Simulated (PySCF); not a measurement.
# State search for BH⁺

Unrestricted PBE0; PySCF, no relativity, basis sets B def2-TZVPPD, H def2-TZVPPD. Outer shells of the fragments: B+ 2s2; H 1s1.

Followed along the bond (rough minima from three points):

```json
{"2Ms+1": "2", "unpaired": "σ ↑", "⟨S²⟩ at the start": "0.75", "R at minimum (Å)": "1.21", "Te (eV)": "0.00"}
{"2Ms+1": "4", "unpaired": "σ ↑↑, π ↑", "⟨S²⟩ at the start": "3.75", "R at minimum (Å)": "none in the scan", "Te (eV)": "≤ 6.38"}
```

Solutions found at the starting distance of 1.235 Å, counted from the lowest of them; the search is not exhaustive and high or unbound solutions are not listed, so other states can lie among these:

| 2Ms+1 | unpaired | term | E (eV) | ⟨S²⟩ | ⟨Lz²⟩ | μ (D) |
| --- | --- | --- | --- | --- | --- | --- |
| 2 | σ ↑ | ²Σ⁺ | 0.00 | 0.75 | 0.00 | 0.42 |
| 2 | π ↑ | ²Π | 3.11 | 0.81 | 1.00 | -0.51 |
| 4 | σ ↑↑, π ↑ | ⁴Π | 6.78 | 3.75 | 1.00 | 2.40 |
| 4 | σ ↑, π ↑↑ | ⁴Σ⁻ | 9.79 | 3.75 | 0.00 | 1.02 |

A term symbol is given only where ⟨S²⟩ and ⟨Lz²⟩ are close to those of a pure state; real π, δ and φ orbitals otherwise mix terms. A positive dipole points towards H; it is taken about the centre of mass and depends on that origin.

Counting both spins, an empty level lies below a filled one in some of these solutions, because spin and occupation are held.
